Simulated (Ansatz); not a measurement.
**GeH2, singlet in cc-pVDZ: errors against full CI**

Geometry: a PBE0/def2-TZVP stationary point for this spin, not checked as a minimum.

```yaml
atoms:
  - { symbol: Ge, position_ang: [0.0000, -0.0303, 0.0000] }
  - { symbol: H, position_ang: [0.0000, 1.0906, -1.1335] }
  - { symbol: H, position_ang: [0.0000, 1.0906, 1.1335] }
```

Basis cc-pVDZ; Ansatz 0.2.0. Only valence electrons are correlated (noble-gas cores and the filled d shells of p-block atoms frozen), which leaves 6 electrons in 23 orbitals. R marks a restricted (for open shells ROHF) determinant, U an unrestricted one. Active spaces: pair = (2e, 2o) about the gap; valence = (6e, 6o) chosen from the atoms' valence shells. No spin–orbit coupling is included, and no scalar relativity.

Full CI is exact within this basis and frozen core; it isn't the basis-set limit. The frozen core follows each run's orbitals, which can shift R against U totals by a few meV for light atoms and by up to 0.1 eV past Ca.

```
UHF ⟨S²⟩                          : 0.225
T1 diagnostic (RCCSD)             : 0.0129
largest doubles amplitude (RCCSD) : 0.092
```

| level | E − E(RHF) (eV) |
| --- | --- |
| RMP2 | -2.2778 |
| RCCSD | -2.9954 |
| RCCSD(T) | -3.0497 |

(1) Estimate how far full CI in cc-pVDZ lies from RCCSD(T). The table doesn't fix it; the size of (T) and the diagnostics are the guide.

(1) Full CI in cc-pVDZ lies 1.6 kJ/mol below RCCSD(T), which is 31 % of the (T) step (-5.2 kJ/mol). RHF is unstable towards spin polarisation, and the rest is a large part of (T).

The other levels:

| level | E − E(full CI) (kJ/mol) | share of correlation (%) | wall time |
| --- | --- | --- | --- |
| CISD | 18.8 | 93.65 | 0.39 s |
| BCCD(T) | 1.6 | 99.46 | 0.33 s |
| RCCSDT | 0.3 | 99.91 | – |
| RCCSDT(Q) | 0.1 | 99.98 | 0.72 s |
| RCCSDTQ | 0.0 | 100.00 | 2.9 s |
| CASSCF (pair space) | 251.1 | 15.11 | – |
| NEVPT2 (pair space) | 69.2 | 76.62 | 0.45 s |
| MRCISD (pair space) | 13.0 | 95.60 | – |
| MRCISD+Q (pair space) | -1.7 | 100.58 | 0.57 s |
| CASSCF (valence space) | 167.8 | 43.28 | – |
| NEVPT2 (valence space) | 51.2 | 82.70 | 0.63 s |
| MRCISD (valence space) | 6.3 | 97.88 | – |
| MRCISD+Q (valence space) | 0.2 | 99.92 | 0.9 s |

The correlation energy at full CI, counted from RHF, is -3.066 eV. That run took 2 s on 1 thread of Intel Xeon 6975P-C, shared host over 786,897 determinants.

Run but not shown, since their state or frozen core can't be matched to the reference's or they repeat it: UHF.

Times hold each run's SCF and search for its determinant on a shared host, so for small cases they say little of a method's own cost; they ran on 1 thread of Intel Xeon 6975P-C.

More than 5 meV below full CI, which no variational method can be: MRCISD+Q (pair space).

The full-CI state has the irrep A1 of C2v, in the program's axes.

Natural occupations of full CI about the gap: 1.962 1.946 1.907 0.055 0.042 0.028 0.011 0.008 0.007 0.007; effectively unpaired electrons, Σ n²(2−n)², 0.07.
